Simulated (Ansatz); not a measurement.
Two shapes of triplet C2H4.

Shape 1:

```xyz
6

C    -0.1541    0.6260    0.3623
C     0.1548   -0.6295   -0.3605
H    -0.7710    0.6469    1.2483
H     0.2117    1.5624   -0.0328
H     1.0219   -1.1920   -0.0573
H    -0.4892   -1.0625   -1.1138
```

Shape 2:

```xyz
6

C    -0.1671    0.6264    0.3385
C     0.1571   -0.6353   -0.3391
H    -0.7667    0.6418    1.2421
H     0.2088    1.5761   -0.0260
H     1.0337   -1.2119   -0.0640
H    -0.4916   -1.0456   -1.1055
```

Basis set: def2-SVP (spherical functions). Left uncorrelated: 2 orbitals. Charge 0, multiplicity 3.

Computed with Ansatz (development build ahead of 0.2.0); each method stands on the lowest determinant of its kind that the runs found.

(1) Which shape is lower in energy, and by how much in each method?

## Answers

(1)

```
 method  E(2) − E(1) (eV)
    UHF            -0.016
UHF-MP2            -0.025
```

Shape 2 is lower. Caution: another spin multiplicity may lie lower.
